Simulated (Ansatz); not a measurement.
## SiC⁺, doublet in cc-pVDZ: errors against full CI

Geometry: that of the SiC, singlet, kept fixed.

```yaml
atoms:
  - { symbol: Si, position_ang: [0.0000, 0.0000, 0.0000] }
  - { symbol: C, position_ang: [0.0000, 0.0000, 1.6358] }
```

Basis cc-pVDZ; Ansatz 0.2.0. Only valence electrons are correlated (noble-gas cores frozen), which leaves 7 electrons in 26 orbitals. Prefix R: restricted or restricted open-shell reference; prefix U: unrestricted. Active spaces: valence = (7e, 8o) chosen from the atoms' valence shells.

Full CI is exact within this basis and frozen core; it isn't the basis-set limit. The frozen core follows each run's orbitals, which can shift R against U totals by a few meV.

HF rows: RHF is the lowest solution found. Coupled cluster chose its determinant by a search with trial CCSD, here up to 0.51 eV above the lowest Hartree–Fock solution of its kind, and MP2 stands on that determinant too.

The determinant under UMP2, CISD, UCCSD, UCCSD(T), UCCSDT, UCCSDT(Q), UCCSDTQ fills its π shells in a way that full CI's natural occupations don't show, so these levels stand on another configuration than full CI's state and aren't compared.

```
UHF ⟨S²⟩                            : 1.956
⟨S²⟩ of the determinant under UCCSD : 1.770
T1 diagnostic (RCCSD)               : 0.0851
largest doubles amplitude (RCCSD)   : 0.193
T1 diagnostic (UCCSD)               : 0.0354
```

```json
{"level": "RHF†", "E − E(full CI) (meV)": "5662", "share of correlation (%)": "–", "wall time": "–"}
{"level": "UMP2†", "E − E(full CI) (meV)": "1203", "share of correlation (%)": "–", "wall time": "–"}
{"level": "RCCSD", "E − E(full CI) (meV)": "509", "share of correlation (%)": "91.75", "wall time": "–"}
{"level": "UCCSD*†", "E − E(full CI) (meV)": "-35", "share of correlation (%)": "–", "wall time": "–"}
{"level": "RCCSD(T)", "E − E(full CI) (meV)": "83", "share of correlation (%)": "98.66", "wall time": "3.4 s"}
{"level": "UCCSD(T)*†", "E − E(full CI) (meV)": "-383", "share of correlation (%)": "–", "wall time": "6 s"}
{"level": "BCCD(T)*", "E − E(full CI) (meV)": "129", "share of correlation (%)": "97.92", "wall time": "3.4 s"}
{"level": "RCCSDT", "E − E(full CI) (meV)": "52", "share of correlation (%)": "99.16", "wall time": "–"}
{"level": "UCCSDT*†", "E − E(full CI) (meV)": "-862", "share of correlation (%)": "–", "wall time": "–"}
{"level": "RCCSDT(Q)", "E − E(full CI) (meV)": "0", "share of correlation (%)": "100.01", "wall time": "9 s"}
{"level": "UCCSDT(Q)*†", "E − E(full CI) (meV)": "-1071", "share of correlation (%)": "–", "wall time": "12 s"}
{"level": "RCCSDTQ", "E − E(full CI) (meV)": "6", "share of correlation (%)": "99.90", "wall time": "12 s (H100)"}
{"level": "UCCSDTQ*†", "E − E(full CI) (meV)": "493", "share of correlation (%)": "–", "wall time": "34 s (H100)"}
{"level": "CASSCF (valence space)", "E − E(full CI) (meV)": "2333", "share of correlation (%)": "62.22", "wall time": "–"}
{"level": "NEVPT2 (valence space)", "E − E(full CI) (meV)": "535", "share of correlation (%)": "91.33", "wall time": "2.9 s"}
{"level": "MRCISD (valence space)", "E − E(full CI) (meV)": "120", "share of correlation (%)": "98.05", "wall time": "–"}
{"level": "MRCISD+Q (valence space)", "E − E(full CI) (meV)": "20", "share of correlation (%)": "99.68", "wall time": "3.6 s"}
```

An asterisk marks runs whose energy the program itself flagged as in doubt. A dagger marks rows that describe another state than the reference (another or a broken symmetry, a higher spin or other natural occupations), so the difference holds a gap between states beside the method's error.

The correlation energy at full CI, counted from the determinant under the R cluster runs, is -6.176 eV. That run took 7.5 s on 2 threads of AMD EPYC 7R13 with a shared H100 80 GB, shared host over 9,717,824 determinants.

Run but not shown, since their state, orbitals or frozen core can't be matched to the reference's or they repeat it: UHF, RMP2, CISD.

Times hold each run's SCF and search for its determinant on a shared host, so for small cases they say little of a method's own cost; rows without a card ran on 1 thread of AMD EPYC 7R13.

The full-CI state has the irrep B2 of C2v, in the program's axes (one component, if the state is degenerate).

Natural occupations of full CI about the gap: 1.955 1.812 1.752 0.964 0.249 0.130 0.053 0.020 0.009 0.008; effectively unpaired electrons, Σ n²(2−n)², 1.57.
